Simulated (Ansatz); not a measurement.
```yaml
crystal:
  periodic: [false, false, false]
  atoms:
    - {symbol: B, position_ang: [-0.604257, 1.002433, -0.417818]}
    - {symbol: C, position_ang: [1.142150, -1.619056, 0.781539]}
    - {symbol: O, position_ang: [2.334593, -3.600724, 1.757223]}
    - {symbol: H, position_ang: [-3.174712, 0.241413, -0.107769]}
    - {symbol: H, position_ang: [0.108129, 1.170031, -2.932056]}
    - {symbol: H, position_ang: [0.310662, 2.887711, 1.071902]}
basis:
  gaussian: {orbitals: 6-31G}
hamiltonian: {xc: {name: HSE06}, dispersion: d3bj}
```

```sh
$ ansatz run in.yaml --threads 4 --pin off --events-out ev --progress --plain --max-ram 10444MiB
```

Shortened log:

```
Functional definition: HSE06
424 factors; integrals over basis functions are off by at most 2.0e-4 eV
68 factors; integrals over basis functions are off by at most 1.0e-6 eV
mean field evaluation 1: about -3740.9592 eV, gradient 8.9e1 eV
mean field evaluation 2: about -3242.2636 eV, gradient 2.1e2 eV
mean field evaluation 4: about -3755.7694 eV, gradient 6.6e1 eV
mean field evaluation 8: about -3755.7695 eV, gradient 6.6e1 eV
mean field evaluation 16: about -3775.5122 eV, gradient 4.1e-5 eV
mean field -3775.51216210 eV, -138.7475128230 hartree, gradient 9.5e-6 eV, S^2 0.000000; 8 other end points of the search recorded, 0 dependent functions left out
reference -3775.51219663 eV, -138.7475140919 hartree; 11, 11 occupied and 22, 22 virtual orbitals, 424 factors
Total energy: -3775.56378670 eV, -138.7494099921 hartree
```

**Question.** Something in this input is off. What?

**Answer.** The geometry is stretched to more than twice its size. The calculation finished and met its thresholds. The result belongs to that input, not to the molecule as meant.

HSE06 is defined as in plane-wave codes.
